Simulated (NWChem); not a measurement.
All runs are NWChem calculations. System: CH$_{2}$, charge 0, spin multiplicity 3, at a geometry optimised with UPBE0/def2-SVP. The structure started from a generated list of species. Its SCF solution wasn't tested for a lower state. Level: UMP2/def2-TZVPD, 1 core orbitals frozen.

Input file:

```
start mol
memory heap 200 mb stack 900 mb global 1100 mb
geometry units angstroms nocenter noautoz
  C      0.000000     0.000000    -0.105884
  H      1.004074     0.000000     0.317651
  H     -1.004074     0.000000     0.317651
  symmetry group C2v
end
basis spherical
  * library def2-tzvpd
end
scf
  uhf
  nopen 2
  maxiter 100
  thresh 1e-7
  semidirect memsize 60000000 filesize 0
  # guess.movecs holds the orbitals of an unrestricted PBE0 run
  vectors input guess.movecs output mol.movecs
end
mp2
  freeze core 1
end
task mp2 energy
```

Output (cleaned and shortened):

```
             Northwest Computational Chemistry Package (NWChem) 7.3.0
             --------------------------------------------------------

                                NWChem Input Module
                                -------------------

 Scaling coordinates for geometry "geometry" by  1.889725989
 (inverse scale =  0.529177249)

 Turning off AUTOSYM since
 SYMMETRY directive was detected!

                             Geometry "geometry" -> ""
                             -------------------------

 Output coordinates in angstroms (scale by  1.889725989 to convert to a.u.)

  No.       Tag          Charge          X              Y              Z
 ---- ---------------- ---------- -------------- -------------- --------------
    1 C                    6.0000     0.00000000     0.00000000    -0.10588400
    2 H                    1.0000     1.00407400     0.00000000     0.31765100
    3 H                    1.0000    -1.00407400     0.00000000     0.31765100

 Effective nuclear repulsion energy (a.u.)       6.0906771635

            Nuclear Dipole moment (a.u.)
            ----------------------------
        X                 Y               Z
 ---------------- ---------------- ----------------
     0.0000000000     0.0000000000    -0.0000037795

      Symmetry information
      --------------------

 Group name             C2v
 Group number             16
 Group order               4
 No. of unique centers     2

      Symmetry unique atoms

     1    2


 Summary of "ao basis" -> "" (spherical)
 ------------------------------------------------------------------------------
       Tag                 Description            Shells   Functions and Types
 ---------------- ------------------------------  ------  ---------------------
 *                         def2-tzvpd                 on all atoms

 Summary of "ao basis" -> "ao basis" (spherical)
 ------------------------------------------------------------------------------
       Tag                 Description            Shells   Functions and Types
 ---------------- ------------------------------  ------  ---------------------
 C                         def2-tzvpd               13       37   6s3p3d1f
 H                         def2-tzvpd                5        9   3s2p

                                 NWChem SCF Module
                                 -----------------

  ao basis        = "ao basis"
  functions       =    55
  atoms           =     3
  alpha electrons =     5
  beta  electrons =     3
  charge          =   0.00
  wavefunction    = UHF
  use symmetry    = T
  symmetry adapt  = T

 Summary of "ao basis" -> "ao basis" (spherical)
 ------------------------------------------------------------------------------
       Tag                 Description            Shells   Functions and Types
 ---------------- ------------------------------  ------  ---------------------
 C                         def2-tzvpd               13       37   6s3p3d1f
 H                         def2-tzvpd                5        9   3s2p

      Symmetry analysis of basis
      --------------------------

        a1         24
        a2          6
        b1         15
        b2         10

 Forming initial guess at       0.0s

   Symmetry analysis of molecular orbitals - initial alpha
   -------------------------------------------------------

  Numbering of irreducible representations:

     1 a1          2 a2          3 b1          4 b2

  Orbital symmetries:

     1 a1          2 a1          3 b1          4 a1          5 b2
[...]
  --------------------------------------

    Atom       Charge   Shell Charges
 -----------   ------   -------------------------------------------------------
    1 C    6     4.26   0.43  0.56  0.30  0.44  0.12  0.00  0.90  1.08  0.41  0.00  0.00  0.00  0.00
    2 H    1     0.37   0.12  0.21  0.02  0.02  0.01
    3 H    1     0.37   0.12  0.21  0.02  0.02  0.01

   Mulliken analysis of the beta density
   -------------------------------------

    Atom       Charge   Shell Charges
 -----------   ------   -------------------------------------------------------
    1 C    6     2.14   0.43  0.56  0.21  0.28  0.12 -0.00  0.22  0.22  0.08  0.01  0.01  0.00  0.00
    2 H    1     0.43   0.13  0.26  0.02  0.01  0.00
    3 H    1     0.43   0.13  0.26  0.02  0.01  0.00

   Mulliken analysis of the spin density
   -------------------------------------

    Atom       Charge   Shell Charges
 -----------   ------   -------------------------------------------------------
    1 C    6     2.12   0.00 -0.01  0.09  0.16  0.01  0.00  0.68  0.87  0.33 -0.00 -0.01 -0.00 -0.00
    2 H    1    -0.06  -0.02 -0.05 -0.01  0.01  0.01
    3 H    1    -0.06  -0.02 -0.05 -0.01  0.01  0.01

       Multipole analysis of the density wrt the origin
       ------------------------------------------------

     L   x y z        total         alpha         beta         nuclear
     -   - - -        -----         -----         ----         -------
     0   0 0 0     -0.000000     -5.000000     -3.000000      8.000000

     1   1 0 0      0.000000      0.000000     -0.000000      0.000000
     1   0 1 0     -0.000000     -0.000000     -0.000000      0.000000
     1   0 0 1      0.225209      0.598656     -0.373444     -0.000004

     2   2 0 0     -4.349855     -6.293678     -5.256618      7.200441
     2   1 1 0     -0.000000     -0.000000      0.000000      0.000000
     2   1 0 1     -0.000000     -0.000000      0.000000      0.000000
     2   0 2 0     -6.106513     -4.689534     -1.416979      0.000000
     2   0 1 1      0.000000      0.000000      0.000000      0.000000
     2   0 0 2     -5.726699     -4.988010     -1.699566      0.960876

                   NWChem MP2 Semi-direct Energy/Gradient Module
                   ---------------------------------------------

  Basis functions       =     55
  Molecular orbitals    =     55
  Frozen core           =      1
  Frozen virtuals       =      0
  Active alpha occupied =      4
  Active beta occupied  =      2
  Active alpha virtual  =     50
  Active beta virtual   =     52
  Use MO symmetry       = T
  Use skeleton AO sym   = T

  AO/Fock/Back tols     =   1.0D-09  1.0D-09  1.0D-09

 GA uses MA = F    GA memory limited = T

 Available:
  local mem=  1.26D+08
 global mem=  1.44D+08
 local disk=  0.00D+00
  mp2_memr nvloc                    50
  nvloc new                    50
   1 passes of   4:        4194304                      16167                   1052443.
   1 passes of   4: M    126153492           G      144173150           F     121959188.

 Semi-direct pass number   1 of   1  for UHF alpha       at        0.3s
  vrange nnbf                  1540
  mp2_eaftype                    10  avail_ma_in_mb                  1099
 EAF : mp2_eaftype filesize          10     526221.
  mp2_eaf for mointskh                     10
Node 0 wrote      2.5 Mb in      0.0 s     Agg I/O rate:  2100.6 Mb/s
 Done moints_semi at        0.6s
  mp2_eaftype                    10  avail_ma_in_mb                  1089
 EAF : mp2_eaftype filesize          10     526221.
  mp2_eaf for kh                    10
 Done maket at        0.6s
 Done multipass loop at        0.6s

 GA uses MA = F    GA memory limited = T

 Available:
  local mem=  1.26D+08
 global mem=  1.44D+08
 local disk=  0.00D+00
  mp2_memr nvloc                    52
  nvloc new                    52
   1 passes of   2:        4194304                      11368                    549787.
   1 passes of   2: M    126153492           G      144173150           F     121959188.

 Semi-direct pass number   1 of   1  for UHF beta        at        0.6s
  vrange nnbf                  1540
  mp2_eaftype                    10  avail_ma_in_mb                  1099
 EAF : mp2_eaftype filesize          10     274893.
  mp2_eaf for mointskh                     10
Node 0 wrote      1.3 Mb in      0.0 s     Agg I/O rate:  2147.7 Mb/s
 Done moints_semi at        0.9s
  mp2_eaftype                    10  avail_ma_in_mb                  1089
 EAF : mp2_eaftype filesize          10     274893.
  mp2_eaf for kh                    10
 Done maket at        0.9s
 Done multipass loop at        0.9s

          -------------------------------------------
          SCF energy                 -38.937790378151
          Correlation energy          -0.113163987652
          Singlet pairs                0.000000000000
          Triplet pairs                0.000000000000
          Total MP2 energy           -39.050954365802
          -------------------------------------------

          ---------------------------------------------------
                    Spin Component Scaled (SCS) MP2
          Same spin pairs                     -0.026302040701
          Same spin scaling factor             0.333333333333
          Opposite spin pairs                 -0.086861946951
          Opposite spin scaling fact.          1.200000000000
          SCS-MP2 correlation energy          -0.113001683241
          Total SCS-MP2 energy               -39.050792061392
          ---------------------------------------------------

 -----------------------
 Performance information
 -----------------------

 Timer overhead =  1.59D-07 seconds/call

               Nr. of calls         CPU time (s)                 Wall time (s)                GFlops
             ---------------    -------------------     ------------------------------   -------------------
Name         Min   Avg   Max    Min     Avg     Max     Min     Avg     Max   Mx/calls   Min     Max     Sum
mp2: moin     2     2     2   0.54    0.54    0.54     0.54    0.54    0.54    0.27      0.0     0.0     0.0
mp2: make     2     2     2   2.07E-2 2.07E-2 2.07E-2  2.07E-2 2.07E-2 2.07E-2 1.03E-2   0.0     0.0     0.0
mp2: tota     1     1     1   0.60    0.60    0.60     0.60    0.60    0.60    0.60      0.0     0.0     0.0

 The average no. of pstat calls per process was 5.00D+00
 with a timing overhead of 7.94D-07s

 Task  times  cpu:        0.9s     wall:        0.9s

 Total times  cpu:        0.9s     wall:        0.9s
```
